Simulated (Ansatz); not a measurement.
# hcp Cd

Level of theory: r²SCAN (Ansatz, an electronic-structure program, PAW).

Run with plane-wave cutoff 500 eV, 20×20×1 k mesh (along the axes of the cell as run), Fermi–Dirac smearing 0.1 eV, scalar-relativistic PAW data made under PBE.

Cell: relaxed at this level.

| Item | Value |
|---|---|
| surface energy of the (10-11) face | 0.53 J/m² |
| work function of the (10-11) face | 3.98 eV |

The slab of 12 atoms is relaxed and unreconstructed.

The computed numbers hold no vibrational or temperature effects.
